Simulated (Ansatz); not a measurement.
Input for Ansatz (development build ahead of 0.2.0):

```yaml
crystal:
  periodic: [false, false, false]
  atoms:
    - { symbol: C, position_ang: [0.23798, -0.46395, 0.25115] }
    - { symbol: O, position_ang: [-0.28531, 0.61575, -0.42014] }
    - { symbol: H, position_ang: [1.24809, -0.30259, 0.72049] }
    - { symbol: H, position_ang: [-0.33517, -0.98918, 1.00034] }
    - { symbol: H, position_ang: [0.22651, -1.2609, -0.51165] }
basis:
  gaussian: { orbitals: def2-SVP }
magnetization:
  spin_polarized: true
  initial_magnetization: 1
hamiltonian:
  xc: hf
output:
  forces: true
```

The input is written out in the form of the current development build from the run's settings.

The run gave:

| Item | Value |
| --- | --- |
| Converged | yes |
| Total energy | -114.32399 hartree |
| Spin squared of the determinant | 0.758 |
| Stability test | minimum |

Forces (eV/Å):
```csv
atom,Fx,Fy,Fz
C1,1.134,-0.678,-0.410
O2,-0.058,-0.381,0.927
H3,-0.762,-0.001,-0.993
H4,-1.170,0.784,0.631
H5,0.857,0.276,-0.155
```
